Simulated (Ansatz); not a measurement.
# Structure relaxation of As₂F₃

All numbers below come from DFT PBE, scalar-relativistic, plane waves, PAW in Ansatz. Cutoff 420 eV, Γ-centred k mesh, Gaussian smearing, no spin polarisation in the final step.

As₂F₃ was placed on the tetradymite structure type (R-3m, No. 166), with As in place of Bi, F in place of Te, at a guessed volume.

```
As F
1.0
     1.66766    0.96283    7.73047
    -1.66766    0.96283    7.73047
     0.00000   -1.92565    7.73047
As F
2 3
Direct
  0.40000 0.40000 0.40000
  0.60000 0.60000 0.60000
  0.00000 0.00000 0.00000
  0.20950 0.20950 0.20950
  0.79050 0.79050 0.79050
```

Cell and atoms relax at zero pressure; the relaxation can't lower the symmetry of the start. After a coarse first stage the cell is made exact in the group found at 0.06 Å.

Formation energies are uncorrected and refer to the elements' standard structures at the same level (F₂ as a molecule).

(1) Which crystal results?

(2) What are its volume, energy, density and gap?

Answers

(1) It keeps R-3m (No. 166), but not the shape of the type it started on. Conventional cell: a = 2.865 Å, c = 30.962 Å. As is coordinated by 3 F at 2.28 Å, 3 F at 2.61 Å and 6 As at 2.86 Å; F on Wyckoff site a (1 atom of the primitive cell) is coordinated by 6 As at 2.61 Å and 6 F at 2.86 Å; around F on Wyckoff site c (2 atoms of the primitive cell) lie 3 As at 2.28 Å.

```
As F
1.0
     1.43240    0.82700   10.32062
    -1.43240    0.82700   10.32062
     0.00000   -1.65399   10.32062
As F
2 3
Direct
  0.39868 0.39868 0.39868
  0.60132 0.60132 0.60132
  0.00000 0.00000 0.00000
  0.21711 0.21711 0.21711
  0.78289 0.78289 0.78289
```

(2) The volume per atom is 14.7 Å³ and the density is 4.7 g/cm³. The energy over the elements is -0.91 eV/atom and the gap on the 18×18×18 mesh is 0 eV (a metal).

The final run used a 18×18×18 mesh on its 5-atom cell and 0.10 eV smearing. For metals, differences of a few meV/atom aren't resolved. No dispersion correction is applied, so the spacing between layers, chains or molecules is poorly fixed, and with it the volume and density. Symmetry constrained the relaxation, so the result can be a saddle point.

Cost: 3 runs of about 15 core-minutes in all, on Arm Neoverse V1 (shared hosts).